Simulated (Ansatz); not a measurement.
The input, for Ansatz 0.2.0:

```yaml
crystal:
  periodic: [false, false, false]
  atoms:
    - {symbol: Be, position_ang: [0.000000, -0.037542, -1.264046]}
    - {symbol: Mg, position_ang: [0.000000, -0.087542, -1.564046]}
    - {symbol: H, position_ang: [0.000000, 2.497841, 2.456599]}
    - {symbol: H, position_ang: [0.000000, 0.975889, -5.493079]}
basis:
  gaussian: {orbitals: 6-31G}
magnetization: {spin_polarized: false, initial_magnetization: 2}
correlation: {method: fic_mrcisd_q_relaxed, electrons: all, active_space: {window: {electrons: 8, orbitals: 7}, states: [{multiplicity: 3, weights: [0.5, 1, 0.5]}]}}
```

```sh
$ ansatz run in.yaml --threads 1 --pin off --events-out ev --progress --plain --max-ram 2393MiB
```

(1) One thing in this input was set wrong on purpose, beside settings that are merely unusual. What is the gravest fault, and what does the program do?

Results:

(1) Atoms on top of each other. How the run ends: converged.
```
515 factors; integrals over basis functions are off by at most 1.7e-7 eV
mean field evaluation 1: about -5159.2683 eV, gradient 9.7e1 eV
mean field evaluation 2: about -5159.3953 eV, gradient 9.8e1 eV
mean field evaluation 4: about -5174.9816 eV, gradient 3.6e1 eV
mean field evaluation 8: about -5201.8194 eV, gradient 4.4e0 eV
mean field evaluation 16: about -5202.0487 eV, gradient 3.9e-1 eV
mean field evaluation 32: about -5202.0524 eV, gradient 1.3e-2 eV
mean field evaluation 64: about -5202.0498 eV, gradient 8.2e-7 eV
mean field evaluation 96: about -5202.2268 eV, gradient 1.4e0 eV
mean field evaluation 128: about -5198.9870 eV, gradient 1.2e-1 eV
mean field evaluation 160: about -5202.1019 eV, gradient 8.9e-1 eV
...
a density is far from that of the atoms, so the factors are made again for it
557 factors; integrals over basis functions are off by at most 1.6e-7 eV
...
mean field -5202.05258376 eV, -191.1719063752 hartree, gradient 7.4e-6 eV, S^2 2.000000; 13 other end points of the search recorded, 0 dependent functions left out
reference -5202.05258376 eV, -191.1719063752 hartree; 10, 8 occupied and 16, 18 virtual orbitals, 557 factors
state -5204.62047655 eV, -191.2662746949 hartree
state -5204.61193417 eV, -191.2659607682 hartree
state -5203.32998651 eV, -191.2188500604 hartree
...
state -5204.62047655 eV, -191.2662746949 hartree; corrected -5206.02733749 eV, -191.3179758809 hartree
...
state -5204.61193417 eV, -191.2659607682 hartree; corrected -5206.01800595 eV, -191.3176329529 hartree
...
contracted CI cycle   3: correlation -1.52004026 eV, -0.0558604491 hartree, residual 7.12e-1 eV
contracted CI cycle   4: correlation -1.52588153 eV, -0.0560751119 hartree, residual 2.11e-1 eV
contracted CI cycle   5: correlation -1.52657419 eV, -0.0561005667 hartree, residual 8.97e-2 eV
contracted CI cycle   6: correlation -1.52667500 eV, -0.0561042715 hartree, residual 3.22e-2 eV
contracted CI cycle   7: correlation -1.52668824 eV, -0.0561047581 hartree, residual 1.08e-2 eV
contracted CI cycle   8: correlation -1.52668996 eV, -0.0561048211 hartree, residual 4.43e-3 eV
contracted CI cycle   9: correlation -1.52669042 eV, -0.0561048381 hartree, residual 3.32e-3 eV
contracted CI cycle  10: correlation -1.52669458 eV, -0.0561049909 hartree, residual 3.70e-2 eV
contracted CI cycle  11: correlation -1.52668962 eV, -0.0561048086 hartree, residual 3.60e-3 eV
contracted CI cycle  12: correlation -1.52668976 eV, -0.0561048140 hartree, residual 1.09e-3 eV
state -5203.32998651 eV, -191.2188500604 hartree; corrected -5204.92637215 eV, -191.2775161508 hartree
Total energy: -5205.74743039 eV, -191.3076894844 hartree
```
The total printed last is the weighted mean of the 3 states, 0.280 eV above the lowest of them, and is no single state's energy.
